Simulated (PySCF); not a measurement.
These are B3LYP-D3(BJ)/def2-TZVP // TPSS-D3(BJ)/def2-SVP (PySCF) values and carry that method's errors. Isolated molecules, 0 K electronic values unless said otherwise. B3LYP has the VWN-RPA correlation part, as in Gaussian. 

Reference species (SMILES): `[NH2]` (neutral, multiplicity 2).

```json
{
  "dipole_moment": "1.95 D"
}
```

Changed species: `[SH]` (free radical SH; the reference has free radical NH2).

Problem. What does the change do to the dipole moment?

Solution. the dipole moment drops by 1.09 D, to 0.86 D.
